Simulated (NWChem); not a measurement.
**UHF/cc-pVTZ (tol2e 1e-10) run of BF2 (SMILES F[B]F)**

Aim: the vertical ionisation energy of BF2 at UHF/cc-pVTZ (tol2e 1e-10), from 2 runs. 

Program for the calculation: NWChem 7.3.0.

2 further runs of the same task are left out: 2 that didn't finish.

## Step 1: The molecule

BF2 has 3 atoms, charge 0, and is taken as a doublet. As SMILES, `F[B]F`. The coordinates come from a PBE0-D4/def2-TZVP relaxation.

Bond lengths: F1–B2 1.306 Å, B2–F3 1.306 Å. Angles: F1–B2–F3 121.1°.

## Step 2: The energy at UHF/cc-pVTZ (tol2e 1e-10)

bf2.nw

```
echo
start bf2
memory 2200 mb
charge 0
geometry units au noautosym nocenter noautoz
  F    0.96961847  -1.97344099   0.30235618
  B    0.52723359   0.45447913   0.34260735
  F   -1.51726111   1.39631863  -0.67009688
end
basis spherical bse
  * library cc-pVTZ
end
scf
  doublet
  uhf
  thresh 1e-08
  maxiter 80
  tol2e 1e-10
  noprint "final vectors analysis"
end
task scf energy
```

Run with:

```sh
$ nwchem bf2.nw > bf2.out
```

What it wrote (excerpt; [...] marks lines left out):

```text
[...]
  functions       =    90
[...]
  wavefunction    = UHF
[...]
         Total SCF energy =   -223.707421785153
      One electron energy =   -421.309653024451
      Two electron energy =    142.299946885068
 Nuclear repulsion energy =     55.302284354231
                       Sz =      0.5000
                 Sz(Sz+1) =      0.7500
                      S^2 =      0.7522
[...]
```

It took 26 s on 1 thread of Intel Xeon Platinum 8259CL at 2.50GHz (Skylake/Cascade Lake), shared host; peak memory 0.1 GiB.

## Step 3: The singlet cation

bf2.nw

```
start bf2
memory total 2200 mb
charge 1

geometry noautosym nocenter noautoz
  F        0.513100      -1.044300       0.160000
  B        0.279000       0.240500       0.181300
  F       -0.802900       0.738900      -0.354600
end

basis spherical bse
  * library cc-pVTZ
end

scf
  nopen 0
  rhf
  thresh 1e-08
  maxiter 80
  tol2e 1e-10
  noprint "final vectors analysis"
end

task scf
```

Run with:

```sh
$ nwchem bf2.nw > bf2.out
```

What it wrote (excerpt; [...] marks lines left out):

```text
[...]
  functions       =    90
[...]
  wavefunction    = RHF
[...]
         Total SCF energy =   -223.324949731223
      One-electron energy =   -413.582014630559
      Two-electron energy =    134.954776595831
 Nuclear repulsion energy =     55.302288303504
        Time for solution =     17.2s
[...]
```

It took 18 s on 1 thread of Intel Xeon Platinum 8259CL at 2.50GHz (Skylake/Cascade Lake), shared host; peak memory 0.1 GiB.

## Step 4: Outcome

Level: UHF/cc-pVTZ (tol2e 1e-10).

| quantity | value |
| --- | --- |
| doublet BF2: total energy | -223.70742 Eh |
| doublet BF2: dipole moment | 0.59 D |
| doublet BF2: ⟨S²⟩ | 0.752 |
| singlet cation: total energy | -223.32495 Eh |
| vertical ionisation energy (to the singlet cation) | 10.408 eV |

What this shows: Removing an electron at fixed nuclei costs 10.41 eV (1004 kJ/mol). Only the singlet of the ionised species was computed; a triplet could lie lower.
